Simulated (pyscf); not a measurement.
**Addition across a multiple bond or ene-type step: H₂Si=PH + PH₃ -> H₂P–SiH₂–PH₂**

Gas phase, singlet surface, charge 0. Bonds broken: P6–H7. Bonds formed: P1–H7, Si2–P6. PySCF, gas phase, ωB97X-D3(BJ)/def2-SVP geometries. Correlated levels are frozen-core, on RHF or UHF. ΔMP2 is the change of the MP2 total energy from the triple- to the quadruple-zeta basis.

Transition state (Å):

```xyz
9

P     -2.1249    -0.6825    -0.1357
Si    -0.1142    -0.0874    -0.5137
H     -2.5138     0.6837    -0.3155
H      0.2955     1.1313    -1.2614
H      0.9445    -1.1287    -0.5291
P      0.8427     0.8676     1.6233
H     -0.6098     0.1615     1.1058
H      0.6549    -0.0942     2.6498
H     -0.0760     1.8295     2.1192
```

One imaginary mode, 1136i cm⁻¹; descent along it reached the two sides named, in the forms told below.

```csv
bond,change,reactant side (Å),saddle,product side
P6–H7,breaks,1.417,1.696,3.7
P1–H7,forms,3.8,2.133,1.425
Si2–P6,forms,2.9,2.529,2.255
```

Electronic energies relative to the separated reactants (kcal/mol):

| level | barrier | reaction energy | reverse barrier |
|---|---|---|---|
| ωB97X-D3(BJ)/def2-TZVP | 21.1 | -45.5 | 66.6 |
| PBE/def2-TZVP | 15.5 | -37.1 | 52.6 |
| r²SCAN/def2-TZVP | 16.4 | -39.6 | 56.0 |
| B3LYP-D3(BJ)/def2-TZVP | 21.5 | -38.2 | 59.7 |
| PBE0-D3(BJ)/def2-TZVP | 16.0 | -42.3 | 58.3 |
| M06-2X/def2-TZVP | 21.9 | -38.5 | 60.4 |
| ωB97M-D3(BJ)/def2-TZVP | 24.1 | -39.2 | 63.3 |
| HF/def2-TZVP | 41.8 | -37.4 | 79.2 |
| MP2/def2-QZVPP | 20.6 | -39.6 | 60.3 |
| CCSD/def2-TZVPP | 28.9 | -37.5 | 66.4 |
| CCSD(T)/def2-TZVPP | 25.9 | -36.9 | 62.8 |
| CCSD(T)/def2-TZVPP + ΔMP2(QZVPP) | 24.5 | -37.6 | 62.1 |

With CCSD(T)/def2-TZVPP + ΔMP2(QZVPP) energies and thermal terms (ideal gas, 1 atm, RRHO with modes under 100 cm⁻¹ raised to 100, one conformer, R ln 2 for chiral ones without a mode under 150 cm⁻¹), in kcal/mol:

| T (K) | ΔH‡ | ΔG‡ | ΔH | ΔG |
|---|---|---|---|---|
| 298 | 23.7 | 33.8 | -35.8 | -25.5 |
| 600 | 24.3 | 44.0 | -35.0 | -15.3 |
| 900 | 25.1 | 53.6 | -33.9 | -5.6 |
| 1200 | 25.9 | 63.0 | -32.8 | +3.6 |

On the reactant side the descent ends in a complex (not fully relaxed), 7.2 kcal/mol under the separated species and 28.3 kcal/mol under the saddle at ωB97X-D3(BJ)/def2-TZVP. At the saddle there is also a short H–Si contact that neither side keeps. One saddle was located; it need not be the lowest between these sides. The CCSD(T) − MP2 part came from Ansatz, without density fitting, on the same reference.
